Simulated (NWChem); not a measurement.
Program: NWChem. System: H2O2, charge 0, spin multiplicity 1, displaced from the optimised geometry. Level: CR-CCSD(T)/cc-pVDZ, 2 core orbitals frozen, spin-restricted.

Input file:

```
start mol
memory heap 100 mb stack 700 mb global 1900 mb
geometry units angstroms nocenter noautoz noautosym
  O     -0.294240     0.645331    -0.054706
  O      0.294240    -0.645331    -0.054706
  H      0.367293     1.150276     0.437648
  H     -0.314370    -1.109880     0.398260
end
basis spherical
  * library cc-pvdz
end
scf
  rhf
  nopen 0
  maxiter 100
  thresh 1e-7
  semidirect memsize 60000000 filesize 0
end
tce
  freeze core 2
  cr-ccsd(t)
  2eorb
  2emet 13
  thresh 1e-6
  maxiter 100
  tilesize 24
end
task tce energy
```

Output (cleaned and shortened):

```
             Northwest Computational Chemistry Package (NWChem) 7.3.0
             --------------------------------------------------------

                                NWChem Input Module
                                -------------------

 Scaling coordinates for geometry "geometry" by  1.889725989
 (inverse scale =  0.529177249)

                             Geometry "geometry" -> ""
                             -------------------------

 Output coordinates in angstroms (scale by  1.889725989 to convert to a.u.)

  No.       Tag          Charge          X              Y              Z
 ---- ---------------- ---------- -------------- -------------- --------------
    1 O                    8.0000    -0.29424000     0.64533100    -0.05470600
    2 O                    8.0000     0.29424000    -0.64533100    -0.05470600
    3 H                    1.0000     0.36729300     1.15027600     0.43764800
    4 H                    1.0000    -0.31437000    -1.10988000     0.39826000

 Effective nuclear repulsion energy (a.u.)      37.8438346191

            Nuclear Dipole moment (a.u.)
            ----------------------------
        X                 Y               Z
 ---------------- ---------------- ----------------
     0.1000099685     0.0763373710    -0.0744325272


 Summary of "ao basis" -> "" (spherical)
 ------------------------------------------------------------------------------
       Tag                 Description            Shells   Functions and Types
 ---------------- ------------------------------  ------  ---------------------
 *                          cc-pvdz                   on all atoms

 Summary of "ao basis" -> "ao basis" (spherical)
 ------------------------------------------------------------------------------
       Tag                 Description            Shells   Functions and Types
 ---------------- ------------------------------  ------  ---------------------
 O                          cc-pvdz                  6       14   3s2p1d
 H                          cc-pvdz                  3        5   2s1p

                                 NWChem SCF Module
                                 -----------------

  ao basis        = "ao basis"
  functions       =    38
  atoms           =     4
  closed shells   =     9
  open shells     =     0
  charge          =   0.00
  wavefunction    = RHF
  use symmetry    = F
  symmetry adapt  = F

 Summary of "ao basis" -> "ao basis" (spherical)
 ------------------------------------------------------------------------------
       Tag                 Description            Shells   Functions and Types
 ---------------- ------------------------------  ------  ---------------------
 O                          cc-pvdz                  6       14   3s2p1d
 H                          cc-pvdz                  3        5   2s1p

 Forming initial guess at       0.0s

      Superposition of Atomic Density Guess
      -------------------------------------

 Sum of atomic energies:        -150.52590021

      Non-variational initial energy
      ------------------------------

 Total energy =    -150.841147
 1-e energy   =    -282.063203
 2-e energy   =      93.378221
 HOMO         =      -0.345269
 LUMO         =       0.026770

 Starting SCF solution at       0.1s

 ----------------------------------------------
         Quadratically convergent ROHF

 Convergence threshold     :          1.000E-07
 Maximum no. of iterations :          100
 Final Fock-matrix accuracy:          1.000E-09
 ----------------------------------------------

              iter       energy          gnorm     gmax       time
             ----- ------------------- --------- --------- --------
                 1     -150.7581920709  6.73D-01  2.01D-01      0.1
                 2     -150.7807363552  1.22D-01  3.45D-02      0.1
                 3     -150.7816315705  1.06D-02  2.65D-03      0.1
                 4     -150.7816427407  5.03D-05  2.04D-05      0.2
                 5     -150.7816427413  3.90D-09  1.36D-09      0.2

       Final RHF  results
       ------------------

         Total SCF energy =   -150.781642741265
      One-electron energy =   -283.286966817734
      Two-electron energy =     94.661489457373
 Nuclear repulsion energy =     37.843834619097

        Time for solution =      0.1s

             Final eigenvalues
             -----------------

              1
    1  -20.6228
    2  -20.6138
    3   -1.4935
    4   -1.2182
    5   -0.7269
    6   -0.7103
    7   -0.6116
    8   -0.5129
    9   -0.4720
   10    0.1902
   11    0.2048
   12    0.3279
   13    0.8188
   14    0.8955
   15    1.1131
   16    1.1382
   17    1.1533
   18    1.2156
   19    1.2759

                       ROHF Final Molecular Orbital Analysis
                       -------------------------------------

 Vector    7  Occ=2.000000D+00  E=-6.115896D-01
              MO Center= -1.2D-04,  1.2D-03, -1.2D-01, r^2= 1.2D+00
   Bfn.  Coefficient  Atom+Function         Bfn.  Coefficient  Atom+Function
  ----- ------------  ---------------      ----- ------------  ---------------
     5      0.322460  1 O  py                19     -0.321028  2 O  py
     6     -0.289670  1 O  pz                20     -0.289076  2 O  pz
     9     -0.214550  1 O  pz                23     -0.214614  2 O  pz
     8      0.207336  1 O  py                22     -0.204637  2 O  py

 Vector    8  Occ=2.000000D+00  E=-5.129175D-01
              MO Center= -9.0D-03,  3.6D-02,  1.4D-02, r^2= 1.2D+00
   Bfn.  Coefficient  Atom+Function         Bfn.  Coefficient  Atom+Function
  ----- ------------  ---------------      ----- ------------  ---------------
     4      0.441839  1 O  px                18     -0.425484  2 O  px
     7      0.313182  1 O  px                21     -0.297146  2 O  px
    17     -0.175262  2 O  s                  3     -0.168826  1 O  s
    29      0.154536  3 H  s                 34      0.150165  4 H  s

 Vector    9  Occ=2.000000D+00  E=-4.719700D-01
              MO Center=  2.4D-03,  7.5D-05, -8.9D-02, r^2= 1.1D+00
   Bfn.  Coefficient  Atom+Function         Bfn.  Coefficient  Atom+Function
  ----- ------------  ---------------      ----- ------------  ---------------
     6      0.462827  1 O  pz                20     -0.462737  2 O  pz
     9      0.346700  1 O  pz                23     -0.345675  2 O  pz

 Vector   10  Occ=0.000000D+00  E= 1.902239D-01
              MO Center=  4.4D-01,  1.1D+00,  5.5D-01, r^2= 2.6D+00
   Bfn.  Coefficient  Atom+Function         Bfn.  Coefficient  Atom+Function
  ----- ------------  ---------------      ----- ------------  ---------------
    30      1.327489  3 H  s                  3     -0.846505  1 O  s
     7     -0.298657  1 O  px                35      0.268870  4 H  s
    17     -0.235870  2 O  s                  9     -0.207961  1 O  pz
     4     -0.165386  1 O  px                 8     -0.152070  1 O  py

 Vector   11  Occ=0.000000D+00  E= 2.047847D-01
              MO Center= -4.0D-01, -1.1D+00,  4.7D-01, r^2= 2.7D+00
   Bfn.  Coefficient  Atom+Function         Bfn.  Coefficient  Atom+Function
  ----- ------------  ---------------      ----- ------------  ---------------
    35      1.408378  4 H  s                 17     -0.910195  2 O  s
    30     -0.367826  3 H  s                 21      0.327248  2 O  px
    18      0.181726  2 O  px                23     -0.181245  2 O  pz
     7      0.180105  1 O  px                 3      0.166960  1 O  s

 Vector   12  Occ=0.000000D+00  E= 3.278507D-01
              MO Center= -2.2D-02, -2.7D-02,  7.9D-02, r^2= 1.9D+00
   Bfn.  Coefficient  Atom+Function         Bfn.  Coefficient  Atom+Function
  ----- ------------  ---------------      ----- ------------  ---------------
    22      0.802162  2 O  py                 8      0.795783  1 O  py
    35      0.655564  4 H  s                 30     -0.555013  3 H  s
     5      0.433555  1 O  py                19      0.434401  2 O  py
     3     -0.326203  1 O  s                 17      0.243179  2 O  s
     7     -0.182783  1 O  px                21     -0.176937  2 O  px

 center of mass
 --------------
 x =   0.00296401 y =   0.00226242 z =  -0.05043568

 moments of inertia (a.u.)
 ------------------
          58.285273496344          18.915654588429          -0.133006859590
          18.915654588429          12.246848808655          -0.224841999210
          -0.133006859590          -0.224841999210          67.500994523064

  Mulliken analysis of the total density
  --------------------------------------

    Atom       Charge   Shell Charges
 -----------   ------   -------------------------------------------------------
    1 O    8     8.20   2.00  0.86  0.92  2.74  1.67  0.02
    2 O    8     8.15   2.00  0.85  0.88  2.77  1.62  0.02
    3 H    1     0.80   0.68  0.04  0.08
    4 H    1     0.85   0.73  0.03  0.09

       Multipole analysis of the density wrt the origin
       ------------------------------------------------

     L   x y z        total         open         nuclear
     -   - - -        -----         ----         -------
     0   0 0 0     -0.000000      0.000000     18.000000

     1   1 0 0      0.024156      0.000000      0.100010
     1   0 1 0      0.027363      0.000000      0.076337
     1   0 0 1      0.712774      0.000000     -0.074433

     2   2 0 0     -8.740084      0.000000      5.781437
     2   1 1 0      2.026808      0.000000     -8.094581
     2   1 0 1      0.066470      0.000000      0.126930
     2   0 2 0     -6.301788      0.000000     32.918792
     2   0 1 1      0.073460      0.000000      0.219246
     2   0 0 2     -8.445549      0.000000      1.421393

                   NWChem Extensible Many-Electron Theory Module
                   ---------------------------------------------


            General Information
            -------------------
      Number of processors :     1
         Wavefunction type : Restricted Hartree-Fock
          No. of electrons :    18
           Alpha electrons :     9
            Beta electrons :     9
           No. of orbitals :    76
            Alpha orbitals :    38
             Beta orbitals :    38
        Alpha frozen cores :     2
         Beta frozen cores :     2
     Alpha frozen virtuals :     0
      Beta frozen virtuals :     0
         Spin multiplicity : singlet
    Number of AO functions :    38
       Number of AO shells :    18
        Use of symmetry is : off
      Symmetry adaption is : off
         Schwarz screening : 0.10D-09

          Correlation Information
          -----------------------
          Calculation type : Coupled-cluster singles & doubles w/ perturbation
   Perturbative correction : Completely renormalized (T)
            Max iterations :      100
        Residual threshold : 0.10D-05
     T(0) DIIS level shift : 0.00D+00
     L(0) DIIS level shift : 0.00D+00
     T(1) DIIS level shift : 0.00D+00
     L(1) DIIS level shift : 0.00D+00
     T(R) DIIS level shift : 0.00D+00
     T(I) DIIS level shift : 0.00D+00
   CC-T/L Amplitude update :  5-th order DIIS
                I/O scheme : Global Array Library
        L-threshold :  0.10D-05
        EOM-threshold :  0.10D-05
 no EOMCCSD initial starts read in
 TCE RESTART OPTIONS
 SLICE:      F
 D4D5:       F
 quantumc:   F
 qrotation:  F
 pwtce:      F
 qducc:      F
 nacto:                         0
 nrotv:                         0
 nrot:                          0

            Memory Information
            ------------------
          Available GA space size is     249035356 doubles
          Available MA space size is     104855356 doubles

 Maximum block size supplied by input
 Maximum block size        24 doubles

 tile_dim =     15

 -------------------------------------------------

 Global array virtual files algorithm will be used

 Parallel file system coherency ......... OK

 4-electron integrals stored in orbital form

 v2    file size   =           467930
 4-index algorithm nr.  13 is used
 imaxsize =       30
 imaxsize ichop =        0


CCSD iterations
 ---------------------------------------------------------
 Iter          Residuum       Correlation     Cpu    Wall
 ---------------------------------------------------------
    1   0.1555320701770  -0.3809153645160     0.0     0.0
    2   0.0429637676807  -0.3865681595236     0.1     0.1
    3   0.0158281374770  -0.3931042863010     0.0     0.0
    4   0.0068565374274  -0.3942873022670     0.1     0.1
    5   0.0031281973924  -0.3949019673873     0.1     0.1
    6   0.0006306097315  -0.3952483080481     0.0     0.0
    7   0.0003420366783  -0.3952921658687     0.0     0.0
    8   0.0001838324269  -0.3952946387558     0.0     0.0
    9   0.0001137079961  -0.3952955462448     0.0     0.0
   10   0.0000691355394  -0.3952968335665     0.0     0.0
   11   0.0000132818027  -0.3952983828291     0.0     0.0
   12   0.0000077708883  -0.3952988784446     0.1     0.1
   13   0.0000053442556  -0.3952989226039     0.1     0.1
   14   0.0000038230835  -0.3952989319042     0.0     0.0
   15   0.0000027588513  -0.3952989263193     0.1     0.1
   16   0.0000003943274  -0.3952988951485     0.1     0.1
 -----------------------------------------------------------------
 Iterations converged
 CCSD correlation energy / hartree =        -0.395298895148493
 CCSD total energy / hartree       =      -151.176941636413005

 Singles contributions

 Doubles contributions
 CR-CCSD(T)

 CR-CCSD[T]  correction energy / hartree =        -0.007280920298156
 CR-CCSD[T] correlation energy / hartree =        -0.402579815446649
 CR-CCSD[T] total energy / hartree       =      -151.184222556711148
 CR-CCSD(T)  correction energy / hartree =        -0.007035587064850
 CR-CCSD(T) correlation energy / hartree =        -0.402334482213343
 CR-CCSD(T) total energy / hartree       =      -151.183977223477854

 Task  times  cpu:        4.7s     wall:        4.7s

 Total times  cpu:        4.8s     wall:        4.8s
```
